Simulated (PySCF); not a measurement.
B3LYP has the VWN-RPA correlation part, as in Gaussian. 

```xyz
4

Si     0.0003    -0.0011     0.3377
H     -0.0944     1.4134    -0.1078
H      1.2708    -0.6244    -0.1158
H     -1.1766    -0.7878    -0.1142
```

Charge 0, multiplicity 2.

Problem. Give the Mulliken and meta-Löwdin atomic charges from B3LYP-D3(BJ)/def2-TZVP // PBE0-D4/def2-TZVP run with PySCF 2.14.0.

Solution. 
```
atom  Mulliken (e)  meta-Löwdin (e)
----  ------------  ---------------
Si1           0.09             0.22
H2           -0.03            -0.07
H3           -0.03            -0.07
H4           -0.03            -0.07
```
